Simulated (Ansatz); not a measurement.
# AlH5SSi: up Jacob's ladder to CCSD(T)

One table from this session's results is given with a row withheld; the runs are named, their logs left out.

Method: functionals in def2-TZVPP, the program's frozen cores in correlated methods; program: Ansatz 0.2.0, Gaussian basis.

Levels to be run: LDA (SPW92), PBE-D4, revPBE-D4, BLYP-D4, r2SCAN-D4, B97M-V, PBE0-D4, B3LYP-D4, r2SCANh-D4, r2SCAN0-D4, HSE06-D4, BHLYP-D4, CAM-B3LYP-D4, LC-ωPBE, ωB97X-V, ωB97M-V, B2PLYP, PBE-QIDH; CCSD(T)/def2-SVP; CCSD(T)/def2-TZVPP; MP2/def2-QZVPP; extrapolation to the limit; RPA on PBE.

**The geometry**

The geometry comes from an earlier relaxation with PBE0-D4 in a triple-zeta def2 set; it is a stationary point, not always the lowest conformer.

SMILES `[AlH2][S][SiH3]`, 8 atoms, charge 0, spin multiplicity 1.

Atoms are counted from 1 here; the program's logs count them from 0.

Bond lengths: Al1–S2 2.180 Å, Al1–H4 1.582 Å, Al1–H5 1.578 Å, S2–Si3 2.141 Å, Si3–H6 1.483 Å, Si3–H7 1.485 Å, Si3–H8 1.484 Å. Angles: S2–Al1–H4 118.3°, S2–Al1–H5 117.2°, H4–Al1–H5 124.5°, Al1–S2–Si3 98.5°, S2–Si3–H6 106.6°, S2–Si3–H7 111.2°, S2–Si3–H8 111.2°, H6–Si3–H7 109.4°, H6–Si3–H8 109.4°, H7–Si3–H8 108.9°.

Coordinates:

```
atom    x (Å)    y (Å)    z (Å)
 Al1  -0.5555   1.2799  -1.2112
  S2   0.8048  -0.4229  -1.1853
 Si3   0.5081  -1.0356   0.8448
  H4  -1.3491   1.6267   0.1128
  H5  -0.6789   2.0839  -2.5636
  H6   1.3750  -2.2195   1.0615
  H7  -0.9074  -1.4087   1.0921
  H8   0.8951   0.0391   1.7930
```

The first run:

Input file in.yaml:

```yaml
crystal:
  periodic: [false, false, false]
  atoms:
    - {symbol: Al, position_ang: [-0.555523, 1.279904, -1.211223]}
    - {symbol: S, position_ang: [0.804843, -0.422885, -1.185303]}
    - {symbol: Si, position_ang: [0.508066, -1.035553, 0.844835]}
    - {symbol: H, position_ang: [-1.349116, 1.626687, 0.112848]}
    - {symbol: H, position_ang: [-0.678892, 2.083866, -2.563598]}
    - {symbol: H, position_ang: [1.374974, -2.219474, 1.061493]}
    - {symbol: H, position_ang: [-0.907390, -1.408684, 1.092095]}
    - {symbol: H, position_ang: [0.895136, 0.039140, 1.792952]}
basis:
  gaussian: {orbitals: def2-TZVPP}
hamiltonian: {xc: lda}
output: {orbitals: {seedname: orbitals}}
```

On the command line:

```console
> ansatz run in.yaml --threads 2 --pin off --events-out ev --progress --plain --max-ram 4352MiB
```

Steps of the session up to this table: LDA; PBE-D4 (GGA); revPBE-D4 (GGA); BLYP-D4 (GGA); r2SCAN-D4 (meta-GGA); B97M-V (meta-GGA); B3LYP-D4 (hybrid); r2SCANh-D4 (hybrid); r2SCAN0-D4 (hybrid); HSE06-D4 (hybrid); BHLYP-D4 (hybrid); CAM-B3LYP-D4 (range-separated); LC-ωPBE (range-separated); ωB97X-V (range-separated); ωB97M-V (range-separated); B2PLYP (double hybrid); PBE-QIDH (double hybrid).

One table of the session follows, with a row left open; its other results are not shown here.

It belongs to the step «Frontier levels by functional». 

```
  functional  HOMO (eV)  LUMO (eV)  gap (eV)
 LDA (SPW92)          ?          ?         ?
      PBE-D4      -6.64      -2.34      4.30
   revPBE-D4      -6.60      -2.23      4.37
     BLYP-D4      -6.46      -2.20      4.25
   r2SCAN-D4      -6.92      -2.03      4.88
      B97M-V      -7.05      -2.25      4.80
     PBE0-D4      -7.78      -1.58      6.19
    B3LYP-D4      -7.53      -1.77      5.76
  r2SCANh-D4      -7.34      -1.78      5.56
  r2SCAN0-D4      -7.97      -1.41      6.56
    HSE06-D4      -7.38      -1.95      5.43
    BHLYP-D4      -8.76      -0.80      7.96
CAM-B3LYP-D4      -9.03      -0.65      8.38
     LC-ωPBE     -10.42       0.41     10.83
     ωB97X-V     -10.07       0.30     10.38
     ωB97M-V      -9.92       0.04      9.95
```

Q: Estimate the row for LDA (SPW92) from the others.

**Answer.** HOMO (eV): -6.73; LUMO (eV): -2.57; gap (eV): 4.16. In the column «HOMO (eV)» it lies between r2SCAN-D4 (-6.92) and PBE-D4 (-6.64).
